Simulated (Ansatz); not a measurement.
CHFO (formyl fluoride): entropy by statistical mechanics

A singlet with charge 0, relaxed at PBE0-D4/def2-TZVP (Ansatz 0.2.0):

```xyz
4

O    -0.8893    0.2012    0.8277
C    -0.0464    0.0675    0.0216
F     0.5852   -1.0918   -0.1818
H     0.3505    0.8231   -0.6675
```

Harmonic wavenumbers in cm⁻¹: 677, 1044, 1110, 1371, 1921, 3095.

Masses in u: O 15.999, C 12.011, F 18.998, H 1.008. Take T = 298.15 K, p = 1 bar, R = 8.3145 J/(mol K), kT/hc = 207.22 cm⁻¹, rigid rotor and harmonic oscillator.

Question: Work out S° at 298 K.

Answer: 
1. Translation (Sackur–Tetrode): S = R[3/2 ln M + 5/2 ln T − 1.1517] with M = 48.016 gives 157.1 J/(mol K).
2. Rotation: principal moments 5.479, 42.591, 48.071 u Å² give A, B, C = 3.0767, 0.3958, 0.3507 cm⁻¹; the symmetry number is σ = 1; q = (√π/σ)√((kT/hc)³/ABC) = 8090; S = R(ln q + 3/2) = 87.3.
3. Vibration: with u = ν̃/207.22, each mode gives R[u/(eᵘ − 1) − ln(1 − e⁻ᵘ)]; the sum is 2.1, most from 677 cm⁻¹ (1.4), 1044 cm⁻¹ (0.3), 1110 cm⁻¹ (0.3).
4. Electronic: R ln 1 = 0.0, from the spin multiplicity alone.
5. Sum: 157.1 + 87.3 + 2.1 + 0.0 = 246.5 J/(mol K).

The tabulated value is 246.6 J/(mol K) (CRC Handbook of Chemistry and Physics): the model is off by -0.1.
